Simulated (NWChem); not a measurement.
System: Be

Parts of the log:

```
             Northwest Computational Chemistry Package (NWChem) 7.3.0
             --------------------------------------------------------

                             Geometry "geometry" -> ""
                             -------------------------

 Output coordinates in angstroms (scale by  1.889725989 to convert to a.u.)

  No.       Tag          Charge          X              Y              Z
 ---- ---------------- ---------- -------------- -------------- --------------
    1 Be                   4.0000     0.00000000     0.00000000     0.00000000

 Effective nuclear repulsion energy (a.u.)       0.0000000000

                              NWChem Property Module
                              ----------------------

                                 NWChem DFT Module
                                 -----------------

 Summary of "ao basis" -> "ao basis" (spherical)
 ------------------------------------------------------------------------------
       Tag                 Description            Shells   Functions and Types
 ---------------- ------------------------------  ------  ---------------------
 Be                        def2-svpd                 6       12   3s3p

            General Information
            -------------------
          SCF calculation type: DFT
          Wavefunction type:  closed shell.
          No. of atoms     :     1
          No. of electrons :     4
           Alpha electrons :     2
            Beta electrons :     2
          Charge           :     0
          Spin multiplicity:     1
          Use of symmetry is: off; symmetry adaption is: off
          Maximum number of iterations: 150
          AO basis - number of functions:    12
                     number of shells:     6
          Convergence on energy requested:  1.00D-06
          Convergence on density requested:  1.00D-05
          Convergence on gradient requested:  5.00D-04

              XC Information
              --------------
                     Hartree-Fock (Exact) Exchange  1.000
                   CAM-Becke88 Exchange Functional  1.000
                      VWN V Correlation Functional  0.190 local
              Lee-Yang-Parr Correlation Functional  0.810

           Range-Separation Parameters
           ---------------------------
           Alpha           :  0.19
           Beta            :  0.46
           Gamma           :  0.33
           Short-Range HF  :     F

             Grid Information
             ----------------
          Grid used for XC integration:  medium
          Radial quadrature: Mura-Knowles
          Angular quadrature: Lebedev.
          Tag              B.-S. Rad. Rad. Pts. Rad. Cut. Ang. Pts.
          ---              ---------- --------- --------- ---------
          Be                  1.05       49          10.0       434
          Grid pruning is: on
          Number of quadrature shells:    49
          Spatial weights used:  Erf1

      Superposition of Atomic Density Guess
      -------------------------------------

 Sum of atomic energies:         -14.55372687

      Non-variational initial energy
      ------------------------------

 Total energy =     -14.553727
 1-e energy   =     -19.025685
 2-e energy   =       4.471959
 HOMO         =      -0.305431
 LUMO         =       0.034690

   convergence    iter        energy       DeltaE   RMS-Dens  Diis-err
 ---------------- ----- ----------------- --------- --------- ---------
 d= 0,ls=0.0,diis     1    -14.6311753909 -1.46D+01  9.80D-03  5.27D-03
 d= 0,ls=0.0,diis     2    -14.6318466949 -6.71D-04  1.25D-03  1.60D-05
 d= 0,ls=0.0,diis     3    -14.6318530991 -6.40D-06  8.41D-05  3.76D-08
 d= 0,ls=0.0,diis     4    -14.6318531201 -2.10D-08  1.29D-07  6.90D-14

         Total DFT energy =      -14.631853120071
      One electron energy =      -19.058171976612
           Coulomb energy =        7.169010346962
    Exchange-Corr. energy =       -2.742691490421
 Nuclear repulsion energy =        0.000000000000

 Numeric. integr. density =        3.999999999203

                       DFT Final Molecular Orbital Analysis
                       ------------------------------------

 Vector    1  Occ=2.000000D+00  E=-4.156109D+00
              MO Center= -1.9D-18,  9.7D-19, -5.6D-18, r^2= 6.7D-02
   Bfn.  Coefficient  Atom+Function         Bfn.  Coefficient  Atom+Function
  ----- ------------  ---------------      ----- ------------  ---------------
     1      0.991535  1 Be s                  2      0.036524  1 Be s

 Vector    2  Occ=2.000000D+00  E=-2.798047D-01
              MO Center= -5.9D-17, -1.3D-16,  5.4D-16, r^2= 2.3D+00
   Bfn.  Coefficient  Atom+Function         Bfn.  Coefficient  Atom+Function
  ----- ------------  ---------------      ----- ------------  ---------------
     2      0.734742  1 Be s                  3      0.340456  1 Be s
     1     -0.274097  1 Be s

 Vector    3  Occ=0.000000D+00  E=-1.243090D-02
              MO Center= -7.3D-17,  3.7D-16, -8.3D-17, r^2= 5.8D+00
   Bfn.  Coefficient  Atom+Function         Bfn.  Coefficient  Atom+Function
  ----- ------------  ---------------      ----- ------------  ---------------
    11     -0.471424  1 Be py                 5      0.434959  1 Be py
     8     -0.236332  1 Be py                12      0.105405  1 Be pz
     6     -0.097252  1 Be pz                10      0.093013  1 Be px
     4     -0.085818  1 Be px                 9      0.052841  1 Be pz
     7      0.046629  1 Be px

 Vector    4  Occ=0.000000D+00  E=-1.243090D-02
              MO Center=  2.7D-16,  4.3D-17, -4.8D-17, r^2= 5.8D+00
   Bfn.  Coefficient  Atom+Function         Bfn.  Coefficient  Atom+Function
  ----- ------------  ---------------      ----- ------------  ---------------
    10     -0.478680  1 Be px                 4      0.441655  1 Be px
     7     -0.239970  1 Be px                12      0.084639  1 Be pz
     6     -0.078092  1 Be pz                11     -0.075520  1 Be py
     5      0.069679  1 Be py                 9      0.042431  1 Be pz
     8     -0.037860  1 Be py

 Vector    5  Occ=0.000000D+00  E=-1.243090D-02
              MO Center= -4.7D-17, -8.6D-17, -3.4D-16, r^2= 5.8D+00
   Bfn.  Coefficient  Atom+Function         Bfn.  Coefficient  Atom+Function
  ----- ------------  ---------------      ----- ------------  ---------------
    12     -0.472999  1 Be pz                 6      0.436413  1 Be pz
     9     -0.237122  1 Be pz                11     -0.118568  1 Be py
     5      0.109397  1 Be py                10     -0.064928  1 Be px
     4      0.059906  1 Be px                 8     -0.059440  1 Be py
     7     -0.032550  1 Be px

 *** CALLING NEW AORESP DRIVER FOR CLOSED AND OPEN SHELLS ***
 Entering AOResponse driver routine

--------------------------------------------------------------------------------

          -----------------------------------------------
          Solving response equations for perturbing field
          -----------------------------------------------

 number of frequencies:     1
 frequency in a.u.:  0.0000000E+00
 Perturbing field: electric
 Using El. Dipole Length Gauge

 Setting up CPKS with frequency omega =      0.00000000 a.u.

 STATIC response

                                NWChem CPHF Module
                                ------------------

  scftype          =     RHF
  nclosed          =        2
  nopen            =        0
  variables        =       20
  # of vectors     =        3
  tolerance        = 0.10D-03
  level shift      = 0.00D+00
  max iterations   =       50
  max subspace     =       30

 SCF residual:    6.7116363572869799E-010

Iterative solution of linear equations
  No. of variables       20
  No. of equations        3
  Maximum subspace       30
        Iterations       50
       Convergence  1.0D-04

   iter   nsub   residual    time
   ----  ------  --------  ---------
     1      3    9.81D-01       0.1
     2      6    1.62D-01       0.1
     3      9    1.39D-02       0.1
     4     12    2.57D-04       0.1
     5     15    2.11D-05       0.1

 Electric Dipole Response Matrix (nonzero elements):

              1        2        3
    1   43.9998   0.0000   0.0000
    2   -0.0000  43.9998  -0.0000
    3    0.0000  -0.0000  43.9998

 ------------------------------------------
 average:        43.99976 + I       0.00000

 DFT Linear Response polarizability / au
 Frequency  =       0.0000000 / au
              X              Y              Z
 -----------------------------------------------
 X      43.9997617      0.0000000      0.0000000
 Y      -0.0000000     43.9997617     -0.0000000
 Z       0.0000000     -0.0000000     43.9997617
 -----------------------------------------------
 Eigenvalues =      43.9997617     43.9997617     43.9997617
 Isotropic   =      43.9997617
 Anisotropic =       0.0000000
 -----------------------------------------------

 Magnetic Dipole Response Matrix (nonzero elements):

 Exiting AOResponse driver routine
```

Level: CAM-B3LYP/def2-SVPD. 

**Question.** Which NWChem input produces such a log?

**Answer.** Several could match; the one computed here: the input that was run:
```
start job
memory heap 200 mb stack 900 mb global 1100 mb
geometry units angstroms noautosym nocenter noautoz
  Be     0.000000     0.000000     0.000000
end
basis spherical
  * library def2-svpd
end
dft
  xc xcamb88 1.00 lyp 0.81 vwn_5 0.19 hfexch 1.00
  cam 0.33 cam_alpha 0.19 cam_beta 0.46
  iterations 150
end
property
  response 1 0.0
end
task dft property
```
